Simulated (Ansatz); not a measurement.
Coupled-cluster run, `CC(=N)CF`.

```yaml
crystal:
  periodic: [false, false, false]
  atoms:
    - {symbol: C, position_ang: [-0.851815, -0.106702, 1.125240]}
    - {symbol: C, position_ang: [0.034871, 0.427933, 0.047270]}
    - {symbol: N, position_ang: [0.281080, 1.663278, -0.042276]}
    - {symbol: C, position_ang: [0.588833, -0.610668, -0.891515]}
    - {symbol: F, position_ang: [1.391018, -0.044020, -1.852341]}
    - {symbol: H, position_ang: [-1.197624, 0.713608, 1.751342]}
    - {symbol: H, position_ang: [-0.318259, -0.833176, 1.745707]}
    - {symbol: H, position_ang: [-1.717049, -0.623335, 0.698714]}
    - {symbol: H, position_ang: [0.901008, 1.841021, -0.834376]}
    - {symbol: H, position_ang: [-0.229062, -1.140621, -1.392739]}
    - {symbol: H, position_ang: [1.182498, -1.344318, -0.334427]}
basis:
  gaussian: {orbitals: def2-SVP}
correlation: {method: ccsd_t}
```

```sh
$ ansatz run in.yaml --threads 4 --pin off --events-out ev --progress --plain
```

Output of Ansatz, abridged:

```
Functional definition: HF
1019 factors; integrals over basis functions are off by at most 1.1e-3 eV
mean field evaluation 1: about -7364.0711 eV, gradient 3.7e1 eV
mean field evaluation 2: about -7364.2140 eV, gradient 3.7e1 eV
mean field evaluation 4: about -7367.6237 eV, gradient 4.4e0 eV
mean field evaluation 8: about -7367.7043 eV, gradient 1.8e-1 eV
mean field evaluation 16: about -7367.5428 eV, gradient 1.5e0 eV
mean field -7367.70451188 eV, -270.7581468023 hartree, gradient 6.1e-6 eV, S^2 0.000000; 0 other end points of the search recorded, 0 dependent functions left out
5 core orbitals not correlated: weight in the atoms' cores, before any rotation towards them, 1.000 or more for the frozen orbitals, at most 0.000 for the correlated occupied ones
reference -7367.70451188 eV, -270.7581468023 hartree; 15, 15 occupied and 80, 80 virtual orbitals, 1019 factors
second order -20.64844098 eV of doubles, -0.00000000 eV of singles
cycle   1  -21.22158228 eV  change   -5.7e-1 eV  update   9.8e-2
cycle   2  -21.73954161 eV  change   -5.2e-1 eV  update   2.9e-2
cycle   3  -21.87119537 eV  change   -1.3e-1 eV  update   1.4e-2
cycle   4  -21.86805994 eV  change    3.1e-3 eV  update   3.3e-3
cycle   5  -21.86875761 eV  change   -7.0e-4 eV  update   1.3e-3
cycle   6  -21.86907872 eV  change   -3.2e-4 eV  update   3.5e-4
cycle   7  -21.86891663 eV  change    1.6e-4 eV  update   1.3e-4
cycle   8  -21.86889434 eV  change    2.2e-5 eV  update   4.0e-5
cycle   9  -21.86890114 eV  change   -6.8e-6 eV  update   1.4e-5
perturbative correction -0.63088999 eV, -0.0231847794 hartree
Total energy: -7390.20430301 eV, -271.5849988753 hartree
```

Run time 7.5 s (4 threads of a server CPU on a shared host); peak host memory 0.47 GiB.

MP2 recovers 91.8 % of the CCSD(T) correlation energy and the triples give 2.8 %; T1 = 0.0109.
